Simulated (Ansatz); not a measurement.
# OF (quartet): the correlation ladder, def2-TZVPP

The task here is to estimate one member of a computed series from the others.

Program: Ansatz 0.2.0, Gaussian basis. Level of theory: def2-TZVPP, core rule «outside noble gas», up to 2 orbitals frozen. These are calculated values, not measurements.

The runs, in order: UHF; ROHF; CCSD(T) on UHF.

## The system

The geometry is a PBE0/def2-TZVP stationary point (not a proven minimum).

2 atoms, charge 0, spin multiplicity 4.

Atoms are counted from 1 here; the program's logs count them from 0.

No contacts short enough for the rule that draws bonds.

The first run:

in.yaml

```yaml
crystal:
  periodic: [false, false, false]
  atoms:
    - {symbol: O, position_ang: [0.000000, 0.000000, 0.000000]}
    - {symbol: F, position_ang: [0.000000, 0.000000, 1.742500]}
basis:
  gaussian: {orbitals: def2-TZVPP}
magnetization: {spin_polarized: true, initial_magnetization: 3}
hamiltonian: {xc: hf}
output: {orbitals: {seedname: orbitals}}
```

Run with:

```bash
$ ansatz run in.yaml --threads 1 --pin off --events-out ev --progress --plain --max-ram 2816MiB --backend cpu
```

Steps of the session up to this table: UHF; ROHF; CCSD(T) on UHF.

One of the session's tables, all rows but one given; the rest of the session is left out.

| method | from UCCSD(T) (kcal/mol) |
| --- | --- |
| ROHF | ? |
| UHF | +261.09 |
| UMP2 | +31.78 |
| UCCSD | +8.65 |
| UCCSD(T) | 0 |

Estimate the missing values for ROHF.

**Answer.** from UCCSD(T) (kcal/mol): +270.68. In the column «from UCCSD(T) (kcal/mol)» it is the highest.

With the free atoms at the same levels and basis (separate runs), the atomisation energy is 0.330 eV at UCCSD(T), -0.924 eV at ROHF.
